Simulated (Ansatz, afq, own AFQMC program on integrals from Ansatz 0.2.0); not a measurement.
BH$_{2}$O, doublet: AFQMC among the cluster methods

```yaml
atoms:
  - { symbol: B, position_ang: [0.0000, 0.1888, 0.7353] }
  - { symbol: O, position_ang: [0.0000, -0.0905, -0.5681] }
  - { symbol: H, position_ang: [0.0000, 0.4404, 1.9093] }
  - { symbol: H, position_ang: [0.0000, -1.0288, -0.7777] }
```

Connectivity, by distances: BH–OH.

Basis cc-pVDZ. Only valence electrons are correlated. AFQMC by an in-house program on the Cholesky factors that Ansatz 0.2.0 writes for its CCSD(T) run. ph-AFQMC/CISD is guided by a CISD state made of CCSD amplitudes; releasing the constraint for a short imaginary time cuts its bias at the price of noise, slowly where states lie close. ± is one standard error of the sampling.

Determinant: UHF, the one that the program's search chose, which needn't be the lowest solution. The geometry is a point of a scan.

No full CI on the walks' own integrals is used here; CCSDT(Q) serves as the reference and is uncertain by about the last step of the cluster series.

```
T1 diagnostic                               : 0.0188
weight of the determinant in the CISD state : 0.905
⟨S²⟩ of the determinant                     : 0.769
size of the correlated space                : 11 electrons in 36 orbitals
```

Reference: CCSDT(Q), correlation energy -7.708 eV. The released energy is read at 2.40 1/Eh (meV from the phaseless value at times in 1/Eh: 6 ± 11 at 0.24, 13 ± 11 at 0.51, -4 ± 11 at 0.99, -25 ± 18 at 1.62, 8 ± 16 at 2.40).

| level | E − E(reference) (kcal/mol) | share of correlation (%) |
| --- | --- | --- |
| HF | 177.75 | 0.00 |
| MP2 | 16.56 | 90.68 |
| CCSD | 4.86 | 97.27 |
| CCSD(T) | 0.76 | 99.57 |
| CCSDT | 0.41 | 99.77 |
| ph-AFQMC/CISD | 0.25 ± 0.26 | 99.86 |
| released AFQMC | 0.44 ± 0.38 | 99.76 |

A walk keeps the symmetry of its determinant, which the program's search chose and which needn't be the lowest solution, so a lower state of the same spin and another symmetry isn't excluded. Released energies are given only where the last usable release times agree within the noise; a slower fall can still hide under it.
